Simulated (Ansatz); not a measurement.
System: cubic perovskite SrTiO3 (cubic form, which distorts at low temperature). Method: LDA (PAW; Ansatz, a program for electronic structure).

Run with plane-wave cutoff 500 eV, 8×8×8 k mesh, gaussian smearing 0.02 eV, no spin polarisation, scalar-relativistic PAW data made under PBE.

Computed at the level's own relaxed cell.

Task: Give the computed volume per atom, lattice constant a and band gap.

Result: 
volume per atom: 11.45 Å³/atom
lattice constant a: 3.854 Å
band gap: 1.85 eV (on the SCF k mesh)

Measured, for comparison: band gap 3.59 eV (zero-point renormalisation of 336 meV (experimental, the table's column) added back here, indirect; inputs from Miglio et al. (2020), arXiv:2011.12765); equilibrium volume per atom 11.77 Å³/atom, lattice constant a 3.89 Å (0 K, cubic phase extrapolated to 0 K; as tabulated in Bilc et al. (2008), arXiv:0805.0753). Computed (rounded) less measured: equilibrium volume per atom -2.7 %, lattice constant a -0.9 %.

Note: the relaxation could not lower the start's symmetry, so the cell can be a saddle point above a distorted one.

Spin–orbit coupling is not included.

Computed values are for the static lattice.

Computing time: about 10 core-seconds (a rough figure).
